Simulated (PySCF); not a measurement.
## How well do the runs reproduce experiment for acetyl fluoride?

**Experimental background.**

NIST CCCBDB Release 22 (SRD 101), experimental dipoles lists, for the gas: dipole moment (microwave Stark effect) 2.96 D.

The runs below try to reproduce these values; the comparison stands at the end.

Species: acetyl fluoride, C₂H₃FO.
Atom-mapped SMILES: `[CH3:1][C:2](=[O:3])[F:4]` (hydrogens: H5, H6, H7 on C1)

Cartesian coordinates in Å at the GFN2-xTB level; atoms count from 1:
```xyz
7
C2H3FO angstrom
C     -0.654   -0.091   -0.015
C      0.829   -0.025   -0.011
O      1.637   -0.872   -0.139
F      1.243    1.266    0.179
H     -1.030    0.294    0.932
H     -0.983   -1.115   -0.163
H     -1.039    0.547   -0.809
```

The PySCF runs (gas phase, on this GFN2-xTB geometry; no spin–orbit coupling):

```json
{"level": "B3LYP/def2-SVPD", "job": "8 singlets by full TDDFT, 3 Tamm–Dancoff triplets, polarisability", "basis functions": "110", "wall time": "6.4 s"}
```

Hardware: one thread of an Arm Neoverse V1, on a shared host.

Results beside the measurements:

**Dipole moment.** Measured: 2.96 D (NIST CCCBDB Release 22 (SRD 101), experimental dipoles).

```tsv
level	computed (D)	computed − measured (D)	% (from the printed values)
B3LYP/def2-SVPD	3.07	+0.11	+4
```

The computed dipoles belong to one fixed geometry; measured ones are averaged over vibrations unless marked μe. Magnitudes are compared, not signs.

The geometry is computed, not the measured one. Where a level misses, the cause wasn't examined.
